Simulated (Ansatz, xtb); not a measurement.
# Ranking isomers of H5MgPSi

3 gas-phase structures of H5MgPSi, found in a search over its isomers (lower ones may exist). Each was relaxed with GFN2-xTB:

A. `[MgH][SiH2]P`, a singlet
B. `[SiH3][Mg][PH2]`, a singlet
C. `[MgH][PH][SiH3]`, a singlet

Problem. Estimate their order in r2SCAN-D4/def2-SVP energy at these geometries, lowest first.

Solution. Calculated order at r2SCAN-D4/def2-SVP: C (0.0), B (21.8), A (51.8) kJ/mol.

Energies above the lowest of each column, in kJ/mol; the last columns are at B3LYP-D3(BJ)/6-311G** geometries (a dash: not run or not comparable):

```
structure  GFN2-xTB  HF/STO-3G  r2SCAN-D4/def2-SVP  B3LYP-D3(BJ)/6-311G**  CCSD(T)/def2-TZVP
        C       0.0        0.0                 0.0                    1.9                0.0
        B      73.9       30.9                21.8                    0.0                1.4
        A      36.4       66.9                51.8                   52.0                  –
```

CCSD(T)/def2-TZVP has B and C within 1 kcal/mol of each other at the bottom, and every level picks one of them. Flexible structures stand in one conformer each, not always the lowest. Frequencies (B3LYP-D3(BJ)/6-311G**) were run for B, C alone.

Programs: Ansatz 0.2.0, xtb 6.7.1 (Pople sets with spherical d functions).
